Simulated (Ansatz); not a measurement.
A calculation with Ansatz (development build ahead of 0.2.0).

```yaml
crystal:
  periodic: [false, false, false]
  atoms:
    - { symbol: C, position_ang: [0.0, 0.0, -0.49277] }
    - { symbol: C, position_ang: [0.0, 1.18984, 0.21106] }
    - { symbol: C, position_ang: [0.0, -1.18984, 0.21106] }
    - { symbol: H, position_ang: [0.0, 0.0, -1.58737] }
    - { symbol: H, position_ang: [0.0, 2.1593, -0.30303] }
    - { symbol: H, position_ang: [0.0, 1.20371, 1.30863] }
    - { symbol: H, position_ang: [0.0, -2.1593, -0.30303] }
    - { symbol: H, position_ang: [0.0, -1.20371, 1.30863] }
basis:
  gaussian: { orbitals: cc-pVDZ }
total_charge: 1
hamiltonian:
  xc: hf
correlation:
  method: mp2
  frozen_orbitals: { C: 1, H: 0 }
```

The input is written out in the form of the current development build from the run's settings.

Output:

```json
{"Converged": "yes", "Reference energy": "-116.20180 hartree", "Correlation energy": "-0.37147 hartree", "Total energy": "-116.57327 hartree", "Spin squared of the determinant": "0.000"}
```
